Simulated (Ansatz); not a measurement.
# BF2 (SMILES F[B]F): the energy, rung by rung

BF2 has 3 atoms, charge 0, and is taken as a doublet. SMILES: `F[B]F`. Geometry: relaxed at PBE0-D4/def2-TZVP.

```tsv
atom	x (Å)	y (Å)	z (Å)
F	0.5131	-1.0443	0.1600
B	0.2790	0.2405	0.1813
F	-0.8029	0.7389	-0.3546
```

Each level gives the energy change with the B2–F3 bond stretched from 1.306 to 2.612 Å (eV). The values are calculated.

```tsv
level	kind	program	value (eV)	less FCI/STO-3G
UHF/STO-3G	Hartree–Fock	Ansatz	3.78	-0.11
UPBE0/STO-3G	global hybrid	Ansatz	5.24	+1.35
U-wB97M-V/STO-3G	range-separated hybrid	Ansatz	5.03	+1.14
U-wB97X/STO-3G	range-separated hybrid	Ansatz	5.05	+1.16
UMP2/STO-3G	perturbation theory	Ansatz	4.07	+0.18
UCCSD/STO-3G	coupled cluster or CI	Ansatz	3.87	-0.02
UCCSDT/STO-3G	coupled cluster or CI	Ansatz	3.90	+0.01
FCI/STO-3G	exact in the basis	Ansatz	3.89	0.00
```

FCI/STO-3G is exact within its basis and frozen core, so for wave-function methods in that basis the difference is their error; functionals converge differently with the basis, so for them it is only a difference. The first shape isn't each level's own minimum. The values span 3.78 to 5.24 eV. All rows use very small basis sets, so even the best lies far from the true value.
